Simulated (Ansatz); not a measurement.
# CH3Al (SMILES C[Al]) at r2SCAN0/cc-pVTZ

Aim: the vertical singlet–triplet gap of CH3Al at r2SCAN0/cc-pVTZ, from 2 runs. 

The results are computed with Ansatz 0.2.0.

68 further runs of the same task are left out: 68 set aside as unsound or not needed.

### 1 Starting point

CH3Al: 5 atoms, total charge 0, spin state singlet. As SMILES, `C[Al]`. The coordinates come from a PBE0-D4/def2-TZVP relaxation.

Bond lengths: C1–Al2 1.988 Å, C1–H3 1.098 Å, C1–H4 1.098 Å, C1–H5 1.098 Å. Angles: Al2–C1–H3 111.8°, Al2–C1–H4 111.8°, Al2–C1–H5 111.8°, H3–C1–H4 107.1°, H3–C1–H5 107.1°, H4–C1–H5 107.1°.

### 2 The energy at r2SCAN0/cc-pVTZ

molecule.yaml reads:

```yaml
crystal:
  periodic: [false, false, false]
  atoms:
    - {symbol: C, position_ang: [-0.131220, -0.057510, 0.054000]}
    - {symbol: Al, position_ang: [1.572690, 0.689240, -0.647230]}
    - {symbol: H, position_ang: [-0.230740, -1.127460, -0.171770]}
    - {symbol: H, position_ang: [-0.205100, 0.049890, 1.144270]}
    - {symbol: H, position_ang: [-1.005630, 0.445840, -0.379270]}
basis:
  gaussian:
    orbitals: cc-pVTZ
accuracy: high
output: {orbitals: {seedname: orbitals}}
hamiltonian:
  xc: {name: r2SCAN0}
```

Run with:

```sh
$ ansatz run molecule.yaml --threads 1 --pin off --max-ram 3480MiB --events-out events.jsonl --progress --plain --runs-dir runs
```

Log:

```text
Warning: RAYON_NUM_THREADS=1 ignored (pool sized by the plan → 1); use --threads N
Functional definition: r2SCAN0
  name "r2SCAN0"
  parameter a = 0.25
  parameter k0 = 0.174
  parameter k1 = 0.065
  parameter a1 = 4.9479
  exchange = (1 - a)*r2scan_x(k0 = k0, k1 = k1, a1 = a1) + a*exact_x
  correlation = r2scan_c
1819 factors; integrals over basis functions are off by at most 3.2e-9 eV
mean field evaluation 1: about -7674.5773 eV, gradient 5.1e1 eV
mean field evaluation 2: about -7671.0950 eV, gradient 5.7e1 eV
mean field evaluation 4: about -7680.7403 eV, gradient 4.2e-1 eV
mean field evaluation 8: about -7680.7407 eV, gradient 1.9e-2 eV
mean field evaluation 16: about -7680.7407 eV, gradient 9.1e-7 eV
mean field -7680.74069538 eV, -282.2620143622 hartree, gradient 2.0e-8 eV, S^2 0.000000; 0 other end points of the search recorded, 0 dependent functions left out
reference -7680.74069592 eV, -282.2620143821 hartree; 11, 11 occupied and 95, 95 virtual orbitals, 1819 factors
Total energy: -7680.74069592 eV, -282.2620143821 hartree
```

Wall time 4.5 s (1 thread of Intel Xeon 6975P-C (Granite Rapids), shared host); peak memory 0.31 GiB.

### 3 The triplet, same level

in.yaml reads:

```yaml
crystal:
  periodic: [false, false, false]
  atoms:
    - {symbol: C, position_ang: [-0.131220, -0.057510, 0.054000]}
    - {symbol: Al, position_ang: [1.572690, 0.689240, -0.647230]}
    - {symbol: H, position_ang: [-0.230740, -1.127460, -0.171770]}
    - {symbol: H, position_ang: [-0.205100, 0.049890, 1.144270]}
    - {symbol: H, position_ang: [-1.005630, 0.445840, -0.379270]}
basis:
  gaussian:
    orbitals: cc-pVTZ
magnetization:
  spin_polarized: true
  initial_magnetization: 2
hamiltonian:
  xc: {name: r2SCAN0}
accuracy: high
output: {orbitals: {seedname: orbitals}}
```

Run with:

```sh
$ ansatz run in.yaml --threads 1 --pin off --max-ram 3480MiB --events-out events.jsonl --progress --plain --runs-dir runs
```

Log, shortened:

```text
Warning: RAYON_NUM_THREADS=1 ignored (pool sized by the plan → 1); use --threads N
[... 8 set-up lines as earlier in the session ...]
1819 factors; integrals over basis functions are off by at most 3.2e-9 eV
mean field evaluation 1: about -7673.0240 eV, gradient 3.4e1 eV
mean field evaluation 2: about -7667.1260 eV, gradient 4.2e1 eV
mean field evaluation 4: about -7678.9824 eV, gradient 5.2e-1 eV
mean field evaluation 8: about -7679.0072 eV, gradient 5.1e-2 eV
mean field evaluation 16: about -7679.0072 eV, gradient 1.8e-4 eV
mean field evaluation 32: about -7679.0028 eV, gradient 6.0e-1 eV
mean field evaluation 64: about -7679.0072 eV, gradient 1.6e-8 eV
mean field -7679.00724777 eV, -282.1983113374 hartree, gradient 1.5e-8 eV, S^2 2.005237; 3 other end points of the search recorded, 0 dependent functions left out
reference -7679.00725084 eV, -282.1983114504 hartree; 12, 10 occupied and 94, 96 virtual orbitals, 1819 factors
Total energy: -7679.00725084 eV, -282.1983114504 hartree
```

Run time: 2 min. Hardware: 1 thread of Intel Xeon 6975P-C (Granite Rapids), shared host; peak memory 0.47 GiB.

### 4 Summary of results

Level: r2SCAN0/cc-pVTZ.

| quantity | value |
| --- | --- |
| singlet: total energy | -282.26201 Eh |
| singlet: HOMO energy | -5.67 eV |
| singlet: LUMO energy | -1.27 eV |
| singlet: HOMO–LUMO gap | 4.40 eV |
| triplet: total energy | -282.19831 Eh |
| triplet: HOMO energy (highest over α and β) | -3.90 eV |
| triplet: LUMO energy (lowest over α and β) | -2.95 eV |
| triplet: ⟨S²⟩ | 2.005 |
| vertical energy of the triplet above the singlet | 1.733 eV |

At this shape the triplet lies 1.73 eV (40 kcal/mol) above the singlet.
